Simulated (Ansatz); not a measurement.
Two shapes of singlet C₂H(-).

Shape 1:

```xyz
3

H     0.0045    0.0233   -1.6188
C    -0.0146    0.0460   -0.5069
C    -0.0062    0.0449    0.7776
```

Shape 2:

```xyz
3

H    -0.0007    0.0078   -1.5687
C    -0.0078    0.0057   -0.4963
C    -0.0038    0.0036    0.7479
```

Basis set: STO-3G (spherical functions). Left uncorrelated: 2 orbitals. Charge -1, multiplicity 1.

Computed with Ansatz (development build ahead of 0.2.0); each method stands on the lowest determinant of its kind that the runs found.

Which shape is lower in energy, and by how much in each method?

```tsv
method	E(2) − E(1) (eV)
RHF	-0.370
RHF-MP2	-0.046
```

Shape 2 is lower. Caution: no diffuse functions for an anion.
